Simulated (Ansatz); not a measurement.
System: NH3, charge 1, doublet. NH3+ (parent SMILES N, doublet).
B3LYP-D3(BJ)/def2-TZVP minimum from Ansatz (a first-principles code):
```
N
H 1 1.0255
H 1 1.0255 2 120.00
H 1 1.0255 2 120.00 3 -180.00
```
Charge +1, spin multiplicity 2.

Total energies in aug-cc-pVTZ, 7 correlated electrons, 1 frozen orbitals. Radicals and triplets start from unrestricted determinants; spin-orbit coupling is neglected. Correlated methods leave the cores frozen. No relativity.

```csv
method,program,energy (Eh),minus CCSDT(Q) (mEh)
HF,Ansatz,-55.90338,204.78
MP2,Ansatz,-56.08399,24.17
CCSD,Ansatz,-56.10278,5.38
CCSD(T),Ansatz,-56.10765,0.50
CCSDT(Q),Ansatz,-56.10815,0.00
```

Rough core times of Ansatz's runs on a shared machine: CCSD(T) under 20 s, CCSDT(Q) 6 min.
